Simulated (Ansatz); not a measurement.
# AlGe, doublet in cc-pVDZ: errors against full CI

Geometry: that of the AlGe, quartet, kept fixed. The quartet lies 0.8 eV lower here.

```yaml
atoms:
  - { symbol: Ge, position_ang: [0.0000, 0.0000, 0.0000] }
  - { symbol: Al, position_ang: [0.0000, 0.0000, 2.4669] }
```

Basis cc-pVDZ; Ansatz 0.2.0. Only valence electrons are correlated (noble-gas cores and the filled d shells of p-block atoms frozen), which leaves 7 electrons in 26 orbitals. Prefix R: restricted or restricted open-shell reference; prefix U: unrestricted. Active spaces: valence = (7e, 8o) chosen from the atoms' valence shells. No spin–orbit coupling is included, and no scalar relativity.

Full CI is exact within this basis and frozen core; it isn't the basis-set limit. The frozen core follows each run's orbitals, which can shift R against U totals by a few meV for light atoms and by up to 0.1 eV past Ca.

- UHF ⟨S²⟩: 1.835
- T1 diagnostic (RCCSD): 0.0518
- largest doubles amplitude (RCCSD): 0.185

```tsv
level	E − E(full CI) (meV)	wall time
RHF†	3985	–
RMP2†	1326	–
RCCSD†	534	–
RCCSD(T)†	241	40 s
BCCD(T)†	253	39 s
RCCSDT*†	165	–
RCCSDT(Q)*†	111	61 s
CASSCF (valence space)†	2358	–
NEVPT2 (valence space)†	696	14 s
NEVPT4(SD) (valence space)†	214	15 s
MRCISD (valence space)†	300	–
MRCISD+Q (valence space)†	159	15 s
```

An asterisk marks runs whose energy the program itself flagged as in doubt. A dagger marks rows that describe another state than the reference (another or a broken symmetry, a higher spin or other natural occupations), so the difference isn't the method's error.

Run but not shown, since their state, orbitals or frozen core can't be matched to the reference's or they repeat it: UHF, UMP2, CISD, UCCSD, UCCSD(T), UCCSDT, UCCSDT(Q).

Times hold each run's SCF and search for its determinant on a shared host, so for small cases they say little of a method's own cost; they ran on 1 thread of Arm Neoverse N1. Some runs computed forces too.

The restricted determinant belongs to another symmetry than the lowest state (A2); the lowest full-CI state of the determinant's symmetry (B1) lies 0.108 eV higher, and methods that keep that symmetry describe that state.

Unrestricted levels hold only the spin's projection, and here they fall towards a lower state of higher spin.

The full-CI state has the irrep A2 of C2v, in the program's axes (one component, if the state is degenerate).

Natural occupations of full CI about the gap: 1.942 1.881 0.985 0.972 0.972 0.050 0.050 0.047 0.016 0.011; effectively unpaired electrons, Σ n²(2−n)², 3.09. No single determinant describes this state well, so single-reference rows can miss without a flag.
